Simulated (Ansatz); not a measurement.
# C₄H₉ radical: one species, many methods

One table from this session's results is given with a row withheld; the runs are named, their logs left out.

Computed with Ansatz 0.2.0, Gaussian basis. Level: functionals in def2-TZVPP, the program's frozen cores in correlated methods.

Plan: LDA (SPW92), PBE-D4, revPBE-D4, BLYP-D4, r2SCAN-D4, B97M-V, PBE0-D4, B3LYP-D4, r2SCANh-D4, r2SCAN0-D4, HSE06-D4, BHLYP-D4, CAM-B3LYP-D4, LC-ωPBE, ωB97X-V, ωB97M-V, B2PLYP, PBE-QIDH; CCSD(T)/def2-SVP; CCSD(T)/def2-TZVPP; MP2/def2-QZVPP; extrapolation to the limit; RPA on PBE.

**Structure used throughout**

An earlier PBE0-D4 in a triple-zeta def2 set relaxation fixed the geometry.

SMILES `C[C](C)C`, 13 atoms, charge 0, spin multiplicity 2.

Atoms are counted from 1 here; the program's logs count them from 0.

Bond lengths: C1–C2 1.485 Å, C1–H5 1.094 Å, C1–H6 1.094 Å, C1–H7 1.104 Å, C2–C3 1.485 Å, C2–C4 1.485 Å, C3–H8 1.094 Å, C3–H9 1.104 Å, C3–H10 1.094 Å, C4–H11 1.104 Å, C4–H12 1.094 Å, C4–H13 1.094 Å. Angles: C2–C1–H5 111.8°, C2–C1–H6 111.8°, C2–C1–H7 111.7°, H5–C1–H6 108.3°, H5–C1–H7 106.5°, H6–C1–H7 106.5°, C1–C2–C3 118.7°, C1–C2–C4 118.7°, C3–C2–C4 118.7°, C2–C3–H8 111.8°, C2–C3–H9 111.7°, C2–C3–H10 111.8°, H8–C3–H9 106.5°, H8–C3–H10 108.3°, H9–C3–H10 106.5°, C2–C4–H11 111.7°, C2–C4–H12 111.8°, C2–C4–H13 111.8° and more.

The first run:

Contents of in.yaml:

```yaml
crystal:
  periodic: [false, false, false]
  atoms:
    - {symbol: C, position_ang: [-0.985116, 1.085217, -0.139254]}
    - {symbol: C, position_ang: [-0.082532, -0.051717, 0.173724]}
    - {symbol: C, position_ang: [1.268164, 0.239172, 0.718005]}
    - {symbol: C, position_ang: [-0.312790, -1.352483, -0.504675]}
    - {symbol: H, position_ang: [-2.026799, 0.763607, -0.226539]}
    - {symbol: H, position_ang: [-0.929491, 1.868372, 0.622146]}
    - {symbol: H, position_ang: [-0.723346, 1.562684, -1.099242]}
    - {symbol: H, position_ang: [1.710458, -0.639515, 1.195975]}
    - {symbol: H, position_ang: [1.969887, 0.550826, -0.074795]}
    - {symbol: H, position_ang: [1.244187, 1.052704, 1.448579]}
    - {symbol: H, position_ang: [0.080706, -1.350972, -1.535829]}
    - {symbol: H, position_ang: [-1.378307, -1.587577, -0.579480]}
    - {symbol: H, position_ang: [0.185280, -2.175120, 0.016283]}
basis:
  gaussian: {orbitals: def2-TZVPP}
magnetization: {spin_polarized: true, initial_magnetization: 1}
hamiltonian: {xc: lda}
output: {orbitals: {seedname: orbitals}}
```

The run is started by

```bash
> ansatz run in.yaml --threads 4 --pin off --events-out ev --progress --plain --max-ram 10444MiB
```

Steps of the session up to this table: LDA; PBE-D4 (GGA); revPBE-D4 (GGA); BLYP-D4 (GGA); r2SCAN-D4 (meta-GGA); B97M-V (meta-GGA); PBE0-D4 (hybrid); B3LYP-D4 (hybrid); r2SCANh-D4 (hybrid); r2SCAN0-D4 (hybrid); HSE06-D4 (hybrid); BHLYP-D4 (hybrid); CAM-B3LYP-D4 (range-separated); LC-ωPBE (range-separated); ωB97X-V (range-separated); ωB97M-V (range-separated); B2PLYP (double hybrid); PBE-QIDH (double hybrid).

One table of the session follows, with a row left open; its other results are not shown here.

It belongs to the step «Frontier levels by functional». 

| functional | HOMO (eV) | gap (eV) |
| --- | --- | --- |
| LDA (SPW92) | -3.62 | 1.32 |
| PBE-D4 | -3.71 | 1.88 |
| revPBE-D4 | -3.70 | 1.99 |
| BLYP-D4 | -3.57 | 1.73 |
| r2SCAN-D4 | -4.11 | 2.98 |
| B97M-V | -3.94 | 2.44 |
| PBE0-D4 | -5.00 | 4.39 |
| B3LYP-D4 | ? | ? |
| r2SCANh-D4 | -4.59 | 3.86 |
| r2SCAN0-D4 | -5.32 | 5.19 |
| HSE06-D4 | -4.60 | 3.60 |
| BHLYP-D4 | -6.18 | 6.67 |
| CAM-B3LYP-D4 | -6.30 | 6.70 |
| LC-ωPBE | -7.71 | 9.57 |
| ωB97X-V | -7.19 | 8.56 |
| ωB97M-V | -6.99 | 8.18 |

Estimate the missing values for B3LYP-D4.

Worked estimate for «HOMO (eV)». Against the share of exact exchange, BLYP-D4 (0, -3.57), BHLYP-D4 (0.5, -6.18) give a slope of -5.22 per unit share; at 0.2 the line stands at -4.61.

The run gave: HOMO (eV): -4.74; gap (eV): 3.69. In «HOMO (eV)» the line misses by +0.13.
